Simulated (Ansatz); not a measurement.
**NH₄+ with HF: superposition error and deformation, part 1 of 3**

How much of this pair's binding is borrowed basis, and how much do the fragments pay to take the shapes they have in the pair?

The runs use Ansatz 0.2.0, Gaussian basis; PBE0-D4 structures, single points in def2-TZVPPD.

Levels: PBE-D4, revPBE-D4, BLYP-D4, r2SCAN-D4, B97M-V, PBE0-D4, B3LYP-D4, HSE06-D4, wB97X-V, wB97M-V, B2PLYP, Hartree-Fock, MP2, CCSD, CCSD(T).

Cores are frozen in the correlated methods. B3LYP uses VWN-RPA correlation. B2PLYP carries no dispersion term here.

129 further runs of the same task are left out: 129 set aside as unsound or not needed.

**1. Where the work starts**

The relaxed pair: 7 atoms, charge 1, spin multiplicity 1.

Atoms are counted from 1 here; the program's logs count them from 0.

Bond lengths: N1–H2 1.035 Å, N1–H3 1.022 Å, N1–H4 1.022 Å, N1–H5 1.021 Å, F6–H7 0.928 Å. Angles: H2–N1–H3 109.4°, H2–N1–H4 109.3°, H2–N1–H5 110.1°, H3–N1–H4 109.2°, H3–N1–H5 109.3°, H4–N1–H5 109.3°.

Geometry (Å):

```
N     0.00360    0.03982   -0.90671
H    -0.05588    0.06267    0.12633
H    -0.42421   -0.82098   -1.25318
H     0.98510    0.06518   -1.18987
H    -0.48407    0.84413   -1.30492
F     0.09180   -0.20269    1.82507
H    -0.11635    0.01198    2.70318
```

Atoms 1 to 5 are fragment A (NH₄+), the rest fragment B (HF). From earlier runs, pair energy (eV) and counterpoise interaction (kJ/mol):

```tsv
method	E(pair)	interaction
PBE-D4	-4279.42703	-52.93
revPBE-D4	-4282.79591	-48.67
BLYP-D4	-4283.15135	-51.24
r2SCAN-D4	-4281.92876	-52.85
B97M-V	-4282.62391	-52.78
PBE0-D4	-4279.63429	-53.49
B3LYP-D4	-4284.24905	-53.12
HSE06-D4	-4279.43503	-53.43
wB97X-V	-4282.50618	-51.82
wB97M-V	-4282.25774	-52.10
B2PLYP	-4281.30667	-51.19
Hartree-Fock	-4262.65382	-47.35
MP2	-4276.37423	-49.79
CCSD(T)	-4277.21127	-49.73
```

First each fragment is run alone in its own basis, frozen in the shape it has in the pair (a, b).

**2. PBE-D4/def2-TZVPPD**

File a/in.yaml:

```yaml
crystal:
  periodic: [false, false, false]
  atoms:
    - {symbol: N, position_ang: [0.003604, 0.039817, -0.906711]}
    - {symbol: H, position_ang: [-0.055884, 0.062674, 0.126327]}
    - {symbol: H, position_ang: [-0.424211, -0.820981, -1.253181]}
    - {symbol: H, position_ang: [0.985104, 0.065178, -1.189867]}
    - {symbol: H, position_ang: [-0.484065, 0.844125, -1.304925]}
basis:
  gaussian: {orbitals: "def2-TZVPPD.json"}
total_charge: 1
hamiltonian: {xc: pbe, dispersion: d4}
```

File b/in.yaml:

```yaml
crystal:
  periodic: [false, false, false]
  atoms:
    - {symbol: F, position_ang: [0.091805, -0.202692, 1.825074]}
    - {symbol: H, position_ang: [-0.116354, 0.011979, 2.703182]}
basis:
  gaussian: {orbitals: "def2-TZVPPD.json"}
hamiltonian: {xc: pbe, dispersion: d4}
```

The basis file named in the input lies beside it (Basis Set Exchange, JSON).

One command serves all of them, each in its own folder.

On the command line:

```console
$ ansatz run in.yaml --threads 2 --pin off --events-out ev --progress --plain --max-ram 5222MiB
```

Log of a:

```text
Functional definition: PBE
  name "PBE"
  cite "Perdew, Burke & Ernzerhof, Phys. Rev. Lett. 77, 3865 (1996) doi:10.1103/PhysRevLett.77.3865"
  parent pbe
  parameter kappa = 0.804
  parameter beta = 0.06672455060314922
  exchange = pbe_x(kappa = kappa, mu = beta*pi^2/3)
  correlation = pbe_c(beta = beta)
415 factors; their error is unknown
mean field evaluation 1: about -1529.2942 eV, gradient 1.0e2 eV
mean field evaluation 2: about -1510.3766 eV, gradient 1.2e2 eV
mean field evaluation 4: about -1546.9396 eV, gradient 9.8e-1 eV
mean field evaluation 8: about -1546.9313 eV, gradient 3.2e-1 eV
mean field -1546.93142943 eV, -56.8486814838 hartree, gradient 1.9e-5 eV, S^2 0.000000; 0 other end points of the search recorded, 0 dependent functions left out
reference -1546.93145025 eV, -56.8486822487 hartree; 5, 5 occupied and 100, 100 virtual orbitals, 415 factors
Total energy: -1546.94211722 eV, -56.8490742527 hartree
```

b printed, cut to the lines that bear on the results:

```text
[... 4 set-up lines as earlier in the session ...]
[...]
256 factors; their error is unknown
[...]
mean field -2731.93267951 eV, -100.3966742015 hartree, gradient 3.6e-5 eV, S^2 0.000000; 0 other end points of the search recorded, 0 dependent functions left out
reference -2731.93271724 eV, -100.3966755881 hartree; 5, 5 occupied and 52, 52 virtual orbitals, 256 factors
Total energy: -2731.93461423 eV, -100.3967453011 hartree
```

Wall times: 0.35 s (a), 0.15 s (b) on 2 threads of Intel Xeon Platinum 8488C, shared host.

**3. r2SCAN-D4/def2-TZVPPD**

Each input of step 2 (a, b) changes in the same lines:

```diff
-hamiltonian: {xc: pbe, dispersion: d4}
+hamiltonian: {xc: r2scan, dispersion: d4}
```

The same command starts each run, in its folder.

On the command line:

```console
$ ansatz run in.yaml --threads 2 --pin off --events-out ev --progress --plain --max-ram 5222MiB
```

Output in a, cut to the lines that bear on the results:

```text
Functional definition: r2SCAN
  name "r2SCAN"
  cite "Furness, Kaplan, Ning, Perdew & Sun, J. Phys. Chem. Lett. 11, 8208 (2020) doi:10.1021/acs.jpclett.0c02405"
  cite "Furness, Kaplan, Ning, Perdew & Sun, J. Phys. Chem. Lett. 11, 9248 (2020) doi:10.1021/acs.jpclett.0c03077"
  parent r2scan
[...]
415 factors; their error is unknown
[...]
mean field -1548.02801446 eV, -56.8889802402 hartree, gradient 2.3e-5 eV, S^2 0.000000; 0 other end points of the search recorded, 0 dependent functions left out
reference -1548.02802009 eV, -56.8889804473 hartree; 5, 5 occupied and 100, 100 virtual orbitals, 415 factors
Total energy: -1548.03056483 eV, -56.8890739648 hartree
```

Output in b, cut to the lines that bear on the results:

```text
[... 5 set-up lines as earlier in the session ...]
[...]
256 factors; their error is unknown
[...]
mean field -2733.34834747 eV, -100.4486990393 hartree, gradient 7.5e-6 eV, S^2 0.000000; 0 other end points of the search recorded, 0 dependent functions left out
reference -2733.34836057 eV, -100.4486995210 hartree; 5, 5 occupied and 52, 52 virtual orbitals, 256 factors
Total energy: -2733.34881886 eV, -100.4487163628 hartree
```

They took 0.55 s (a), 0.35 s (b) on 2 threads of Intel Xeon Platinum 8488C, shared host.

**4. PBE0-D4/def2-TZVPPD**

Each input of step 3 (a, b) changes in the same lines:

```diff
-hamiltonian: {xc: r2scan, dispersion: d4}
+hamiltonian: {xc: pbe0, dispersion: d4}
+output: {orbitals: {seedname: orbitals}}
```

The same command starts each run, in its folder.

On the command line:

```console
$ ansatz run in.yaml --threads 2 --pin off --events-out ev --progress --plain --max-ram 5222MiB
```

a printed, cut to the lines that bear on the results:

```text
Functional definition: PBE0
  name "PBE0"
  cite "Adamo & Barone, J. Chem. Phys. 110, 6158 (1999) doi:10.1063/1.478522"
[... 2 set-up lines as earlier in the session ...]
[...]
415 factors; their error is unknown
[...]
mean field -1547.14939681 eV, -56.8566916373 hartree, gradient 4.8e-5 eV, S^2 0.000000; 0 other end points of the search recorded, 0 dependent functions left out
reference -1547.14941255 eV, -56.8566922155 hartree; 5, 5 occupied and 100, 100 virtual orbitals, 415 factors
Total energy: -1547.15795935 eV, -56.8570063046 hartree
```

b printed, cut to the lines that bear on the results:

```text
[... 5 set-up lines as earlier in the session ...]
[...]
256 factors; their error is unknown
[...]
mean field -2731.91896527 eV, -100.3961702126 hartree, gradient 3.0e-5 eV, S^2 0.000000; 0 other end points of the search recorded, 0 dependent functions left out
reference -2731.91899343 eV, -100.3961712473 hartree; 5, 5 occupied and 52, 52 virtual orbitals, 256 factors
Total energy: -2731.92050921 eV, -100.3962269511 hartree
```

Times: 0.4 s (a), 0.15 s (b) on 2 threads of Intel Xeon Platinum 8488C, shared host.

**5. B3LYP-D4/def2-TZVPPD**

Each input of step 4 (a, b) changes in the same lines:

```diff
-hamiltonian: {xc: pbe0, dispersion: d4}
-output: {orbitals: {seedname: orbitals}}
+hamiltonian: {xc: {name: B3LYP}, dispersion: d4}
```

One command serves all of them, each in its own folder.

On the command line:

```console
$ ansatz run in.yaml --threads 2 --pin off --events-out ev --progress --plain --max-ram 5222MiB
```

Log of a, cut to the lines that bear on the results:

```text
Functional definition: B3LYP
  name "B3LYP"
  cite "Stephens, Devlin, Chabalowski & Frisch, J. Phys. Chem. 98, 11623 (1994) doi:10.1021/j100096a001"
  cite "Becke, Phys. Rev. A 38, 3098 (1988) doi:10.1103/PhysRevA.38.3098"
  cite "Lee, Yang & Parr, Phys. Rev. B 37, 785 (1988) doi:10.1103/PhysRevB.37.785"
  cite "Vosko, Wilk & Nusair, Can. J. Phys. 58, 1200 (1980) doi:10.1139/p80-159"
[...]
415 factors; their error is unknown
[...]
mean field -1549.06368704 eV, -56.9270405055 hartree, gradient 6.7e-5 eV, S^2 0.000000; 0 other end points of the search recorded, 0 dependent functions left out
reference -1549.06382282 eV, -56.9270454954 hartree; 5, 5 occupied and 100, 100 virtual orbitals, 415 factors
Total energy: -1549.08075341 eV, -56.9276676830 hartree
```

Log of b, cut to the lines that bear on the results:

```text
[... 6 set-up lines as earlier in the session ...]
[...]
256 factors; their error is unknown
[...]
mean field -2734.61296911 eV, -100.4951730276 hartree, gradient 7.8e-5 eV, S^2 0.000000; 0 other end points of the search recorded, 0 dependent functions left out
reference -2734.61314458 eV, -100.4951794758 hartree; 5, 5 occupied and 52, 52 virtual orbitals, 256 factors
Total energy: -2734.61613919 eV, -100.4952895257 hartree
```

Wall times: 0.4 s (a), 0.2 s (b) on 2 threads of Intel Xeon Platinum 8488C, shared host.

**6. wB97X-V/def2-TZVPPD**

Each input of step 5 (a, b) changes in the same lines:

```diff
-hamiltonian: {xc: {name: B3LYP}, dispersion: d4}
+hamiltonian: {xc: {name: wB97X-V}}
```

One command serves all of them, each in its own folder.

On the command line:

```console
$ ansatz run in.yaml --threads 2 --pin off --events-out ev --progress --plain --max-ram 5222MiB
```

Output in a, cut to the lines that bear on the results:

```text
Functional definition: wB97X-V
  name "wB97X-V"
  cite "Mardirossian & Head-Gordon, Phys. Chem. Chem. Phys. 16, 9904 (2014) doi:10.1039/C3CP54374A"
  cite "Becke, J. Chem. Phys. 107, 8554 (1997) doi:10.1063/1.475007"
  cite "Vydrov & Van Voorhis, J. Chem. Phys. 133, 244103 (2010) doi:10.1063/1.3521275"
[...]
      + integral(e_c_pw_opposite_spin*poly(b97_u_opposite, cos0, cos1)) + vv10(b, c)
415 factors; their error is unknown
143 factors; integrals over basis functions are off by at most 1.5e-5 eV
[...]
mean field -1548.40469613 eV, -56.9028230365 hartree, gradient 1.2e-5 eV, S^2 0.000000; 0 other end points of the search recorded, 0 dependent functions left out
reference -1548.40469513 eV, -56.9028229995 hartree; 5, 5 occupied and 100, 100 virtual orbitals, 415 factors
Total energy: -1548.40469513 eV, -56.9028229995 hartree
```

Log of b, cut to the lines that bear on the results:

```text
[... 5 set-up lines as earlier in the session ...]
[...]
      + integral(e_c_pw_opposite_spin*poly(b97_u_opposite, cos0, cos1)) + vv10(b, c)
256 factors; their error is unknown
78 factors; integrals over basis functions are off by at most 2.5e-5 eV
[...]
mean field -2733.56300023 eV, -100.4565873828 hartree, gradient 1.2e-5 eV, S^2 0.000000; 0 other end points of the search recorded, 0 dependent functions left out
reference -2733.56299840 eV, -100.4565873156 hartree; 5, 5 occupied and 52, 52 virtual orbitals, 256 factors
Total energy: -2733.56299840 eV, -100.4565873156 hartree
```

Wall times: 1 s (a), 0.4 s (b) on 2 threads of Intel Xeon Platinum 8488C, shared host.

**7. wB97M-V/def2-TZVPPD**

The same edit goes into each in.yaml of step 6 (a, b):

```diff
-hamiltonian: {xc: {name: wB97X-V}}
+hamiltonian: {xc: {name: wB97M-V}}
```

One command serves all of them, each in its own folder.

On the command line:

```console
$ ansatz run in.yaml --threads 2 --pin off --events-out ev --progress --plain --max-ram 5222MiB
```

a printed, cut to the lines that bear on the results:

```text
Functional definition: wB97M-V
  name "wB97M-V"
  cite "Mardirossian & Head-Gordon, J. Chem. Phys. 144, 214110 (2016) doi:10.1063/1.4952647"
[... 2 set-up lines as earlier in the session ...]
  # Of w^i u^j: cxij and so on, Table III.
[...]
  gx(w, u) = 1 - cx + cx01*u + cx10*w
[...]
      + integral(e_c_pw_mod_opposite_spin*gos(b97_w_opposite, b97_u_opposite)) + vv10(b, c)
415 factors; their error is unknown
143 factors; integrals over basis functions are off by at most 1.5e-5 eV
[...]
mean field -1547.96584509 eV, -56.8866955583 hartree, gradient 1.8e-5 eV, S^2 0.000000; 0 other end points of the search recorded, 0 dependent functions left out
reference -1547.96587043 eV, -56.8866964895 hartree; 5, 5 occupied and 100, 100 virtual orbitals, 415 factors
Total energy: -1547.96587043 eV, -56.8866964895 hartree
```

Output in b, cut to the lines that bear on the results:

```text
[... 5 set-up lines as earlier in the session ...]
  # Of w^i u^j: cxij and so on, Table III.
[...]
  gx(w, u) = 1 - cx + cx01*u + cx10*w
[...]
      + integral(e_c_pw_mod_opposite_spin*gos(b97_w_opposite, b97_u_opposite)) + vv10(b, c)
256 factors; their error is unknown
78 factors; integrals over basis functions are off by at most 2.5e-5 eV
[...]
mean field -2733.75042360 eV, -100.4634750649 hartree, gradient 6.5e-5 eV, S^2 0.000000; 0 other end points of the search recorded, 0 dependent functions left out
reference -2733.75046835 eV, -100.4634767091 hartree; 5, 5 occupied and 52, 52 virtual orbitals, 256 factors
Total energy: -2733.75046835 eV, -100.4634767091 hartree
```

Wall times: 1 s (a), 0.4 s (b) on 2 threads of Intel Xeon Platinum 8488C, shared host.

**8. B2PLYP/def2-TZVPPD**

The same edit goes into each in.yaml of step 7 (a, b):

```diff
-hamiltonian: {xc: {name: wB97M-V}}
+hamiltonian: {xc: {name: B2PLYP}}
```

The same command starts each run, in its folder.

On the command line:

```console
$ ansatz run in.yaml --threads 2 --pin off --events-out ev --progress --plain --max-ram 5222MiB
```

Output in a, cut to the lines that bear on the results:

```text
Functional definition: B2PLYP
  name "B2PLYP"
  cite "Grimme, J. Chem. Phys. 124, 034108 (2006) doi:10.1063/1.2148954"
[... 2 set-up lines as earlier in the session ...]
[...]
585 factors; integrals over basis functions are off by at most 7.8e-4 eV
[...]
mean field -1545.65496049 eV, -56.8017721155 hartree, gradient 1.0e-6 eV, S^2 0.000000; 0 other end points of the search recorded, 0 dependent functions left out
1 core orbitals not correlated: weight in the atoms' cores, before any rotation towards them, 1.000 or more for the frozen orbitals, at most 0.000 for the correlated occupied ones
reference -1545.65504750 eV, -56.8017753129 hartree; 4, 4 occupied and 100, 100 virtual orbitals, 585 factors
second order -7.37597071 eV of doubles, -0.00000000 eV of singles
Total energy: -1547.64655959 eV, -56.8749620324 hartree
```

b printed, cut to the lines that bear on the results:

```text
[... 5 set-up lines as earlier in the session ...]
[...]
352 factors; integrals over basis functions are off by at most 1.2e-3 eV
[...]
mean field -2730.76682422 eV, -100.3538298097 hartree, gradient 3.3e-6 eV, S^2 0.000000; 0 other end points of the search recorded, 0 dependent functions left out
1 core orbitals not correlated: weight in the atoms' cores, before any rotation towards them, 1.000 or more for the frozen orbitals, at most 0.000 for the correlated occupied ones
reference -2730.76693012 eV, -100.3538337015 hartree; 4, 4 occupied and 52, 52 virtual orbitals, 352 factors
second order -8.72648078 eV of doubles, -0.00000000 eV of singles
Total energy: -2733.12307993 eV, -100.4404206100 hartree
```

Wall times: 0.7 s (a), 0.25 s (b) on 2 threads of Intel Xeon Platinum 8488C, shared host.

**9. BLYP-D4/def2-TZVPPD**

Each input of step 8 (a, b) changes in the same lines:

```diff
-hamiltonian: {xc: {name: B2PLYP}}
+hamiltonian: {xc: {name: BLYP}, dispersion: d4}
```

One command serves all of them, each in its own folder.

On the command line:

```console
$ ansatz run in.yaml --threads 2 --pin off --events-out ev --progress --plain --max-ram 5222MiB
```

a printed, cut to the lines that bear on the results:

```text
Functional definition: BLYP
  name "BLYP"
[... 2 set-up lines as earlier in the session ...]
[...]
415 factors; their error is unknown
[...]
mean field -1548.25506360 eV, -56.8973241424 hartree, gradient 3.3e-5 eV, S^2 0.000000; 0 other end points of the search recorded, 0 dependent functions left out
reference -1548.25524381 eV, -56.8973307649 hartree; 5, 5 occupied and 100, 100 virtual orbitals, 415 factors
Total energy: -1548.28097421 eV, -56.8982763396 hartree
```

b printed, cut to the lines that bear on the results:

```text
[... 4 set-up lines as earlier in the session ...]
[...]
256 factors; their error is unknown
[...]
mean field -2734.33274133 eV, -100.4848748465 hartree, gradient 4.6e-5 eV, S^2 0.000000; 0 other end points of the search recorded, 0 dependent functions left out
reference -2734.33297825 eV, -100.4848835532 hartree; 5, 5 occupied and 52, 52 virtual orbitals, 256 factors
Total energy: -2734.33756773 eV, -100.4850522136 hartree
```

Wall times: 0.35 s (a), 0.2 s (b) on 2 threads of Intel Xeon Platinum 8488C, shared host.

**10. revPBE-D4/def2-TZVPPD**

Each input of step 9 (a, b) changes in the same lines:

```diff
-hamiltonian: {xc: {name: BLYP}, dispersion: d4}
+hamiltonian: {xc: {name: revPBE}, dispersion: d4}
```

Each run has its own folder and the same command.

On the command line:

```console
$ ansatz run in.yaml --threads 2 --pin off --events-out ev --progress --plain --max-ram 5222MiB
```

Log of a, cut to the lines that bear on the results:

```text
Functional definition: revPBE
  name "revPBE"
  cite "Zhang & Yang, Phys. Rev. Lett. 80, 890 (1998) doi:10.1103/PhysRevLett.80.890"
[... 1 set-up line as earlier in the session ...]
[...]
415 factors; their error is unknown
[...]
mean field -1548.54807291 eV, -56.9080920357 hartree, gradient 1.5e-5 eV, S^2 0.000000; 0 other end points of the search recorded, 0 dependent functions left out
reference -1548.54809830 eV, -56.9080929688 hartree; 5, 5 occupied and 100, 100 virtual orbitals, 415 factors
Total energy: -1548.59910356 eV, -56.9099673777 hartree
```

Output in b, cut to the lines that bear on the results:

```text
[... 4 set-up lines as earlier in the session ...]
[...]
256 factors; their error is unknown
[...]
mean field -2733.68128527 eV, -100.4609342779 hartree, gradient 5.1e-6 eV, S^2 0.000000; 0 other end points of the search recorded, 0 dependent functions left out
reference -2733.68133216 eV, -100.4609360011 hartree; 5, 5 occupied and 52, 52 virtual orbitals, 256 factors
Total energy: -2733.69076955 eV, -100.4612828187 hartree
```

Times: 0.35 s (a), 0.15 s (b) on 2 threads of Intel Xeon Platinum 8488C, shared host.

**11. B97M-V/def2-TZVPPD**

The same edit goes into each in.yaml of step 10 (a, b):

```diff
-hamiltonian: {xc: {name: revPBE}, dispersion: d4}
+hamiltonian: {xc: {name: B97M-V}}
```

Each run has its own folder and the same command.

On the command line:

```console
$ ansatz run in.yaml --threads 2 --pin off --events-out ev --progress --plain --max-ram 5222MiB
```

a printed, cut to the lines that bear on the results:

```text
Functional definition: B97M-V
  name "B97M-V"
  cite "Mardirossian & Head-Gordon, J. Chem. Phys. 142, 074111 (2015) doi:10.1063/1.4907719"
[... 2 set-up lines as earlier in the session ...]
  # Of w^i u^j: cxij and so on, Table III.
[...]
  gx(w, u) = cx00 + cx01*u + cx02*u^2 + (cx10 + cx11*u)*w
[...]
  gos(w, u) = cos00 + cos01*u + cos03*u^3 + cos10*w + cos32*w^3*u^2
[...]
      + integral(e_c_pw_mod_opposite_spin*gos(b97_w_opposite, b97_u_opposite)) + vv10(b, c)
415 factors; their error is unknown
[...]
mean field -1548.61945662 eV, -56.9107153388 hartree, gradient 1.5e-5 eV, S^2 0.000000; 0 other end points of the search recorded, 0 dependent functions left out
reference -1548.61948566 eV, -56.9107164059 hartree; 5, 5 occupied and 100, 100 virtual orbitals, 415 factors
Total energy: -1548.61948566 eV, -56.9107164059 hartree
```

Output in b, cut to the lines that bear on the results:

```text
[... 5 set-up lines as earlier in the session ...]
  # Of w^i u^j: cxij and so on, Table III.
[...]
  gx(w, u) = cx00 + cx01*u + cx02*u^2 + (cx10 + cx11*u)*w
[...]
  gos(w, u) = cos00 + cos01*u + cos03*u^3 + cos10*w + cos32*w^3*u^2
[...]
      + integral(e_c_pw_mod_opposite_spin*gos(b97_w_opposite, b97_u_opposite)) + vv10(b, c)
256 factors; their error is unknown
[...]
mean field -2733.45579265 eV, -100.4526475772 hartree, gradient 3.7e-5 eV, S^2 0.000000; 0 other end points of the search recorded, 0 dependent functions left out
reference -2733.45584739 eV, -100.4526495887 hartree; 5, 5 occupied and 52, 52 virtual orbitals, 256 factors
Total energy: -2733.45584739 eV, -100.4526495887 hartree
```

They took 1.1 s (a), 0.35 s (b) on 2 threads of Intel Xeon Platinum 8488C, shared host.

**12. HSE06-D4/def2-TZVPPD**

Each input of step 11 (a, b) changes in the same lines:

```diff
-hamiltonian: {xc: {name: B97M-V}}
+hamiltonian: {xc: hse06, dispersion: d4}
```

One command serves all of them, each in its own folder.

On the command line:

```console
$ ansatz run in.yaml --threads 2 --pin off --events-out ev --progress --plain --max-ram 5222MiB
```

a printed, cut to the lines that bear on the results:

```text
Functional definition: HSE06
  name "HSE06"
  cite "Heyd, Scuseria & Ernzerhof, J. Chem. Phys. 118, 8207 (2003) doi:10.1063/1.1564060"
  cite "Krukau, Vydrov, Izmaylov & Scuseria, J. Chem. Phys. 125, 224106 (2006) doi:10.1063/1.2404663"
  cite "Heyd & Scuseria, J. Chem. Phys. 120, 7274 (2004) doi:10.1063/1.1668634"
  cite "Ernzerhof & Perdew, J. Chem. Phys. 109, 3313 (1998) doi:10.1063/1.476928"
[...]
415 factors; their error is unknown
54 factors; integrals over basis functions are off by at most 2.5e-6 eV
[...]
mean field -1547.06284215 eV, -56.8535108121 hartree, gradient 6.3e-5 eV, S^2 0.000000; 0 other end points of the search recorded, 0 dependent functions left out
reference -1547.06286303 eV, -56.8535115794 hartree; 5, 5 occupied and 100, 100 virtual orbitals, 415 factors
Total energy: -1547.07055293 eV, -56.8537941781 hartree
```

Output in b, cut to the lines that bear on the results:

```text
[... 6 set-up lines as earlier in the session ...]
[...]
256 factors; their error is unknown
24 factors; integrals over basis functions are off by at most 5.9e-5 eV
[...]
mean field -2731.80790005 eV, -100.3920886409 hartree, gradient 3.9e-5 eV, S^2 0.000000; 0 other end points of the search recorded, 0 dependent functions left out
reference -2731.80793746 eV, -100.3920900156 hartree; 5, 5 occupied and 52, 52 virtual orbitals, 256 factors
Total energy: -2731.80929704 eV, -100.3921399795 hartree
```

They took 0.45 s (a), 0.2 s (b) on 2 threads of Intel Xeon Platinum 8488C, shared host.

(Continued in part 2 of 3.)
